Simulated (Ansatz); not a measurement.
AlH₃O (`[OH][AlH2]`), relaxed with RKS PBE0-D4/def2-TZVP in the Gaussian-basis code of Ansatz from a PBE-D4/def2-SVP geometry. The force threshold is 0.005 eV/Å; the program also tests the step.

Total charge 0; spin multiplicity 1.

Start:

```xyz
5

O     0.268    0.248    1.173
Al   -0.306   -0.090   -0.415
H     1.206    0.310    1.411
H     0.721   -0.328   -1.619
H    -1.890   -0.139   -0.550
```

```
step  energy (eV)  largest force (eV/Å)  largest move (Å)
   1   -8689.5322                 0.757             0.000
   2   -8689.5481                 0.239             0.025
   3   -8689.5512                 0.015             0.014
   4   -8689.5512                 0.003             0.002
```

End:

```xyz
5

O     0.269    0.246    1.161
Al   -0.309   -0.087   -0.398
H     1.198    0.303    1.377
H     0.718   -0.321   -1.583
H    -1.877   -0.140   -0.557
```

It took 2.9 s on 2 threads of a server CPU on a shared host, with 0.16 GiB of host memory at the peak.
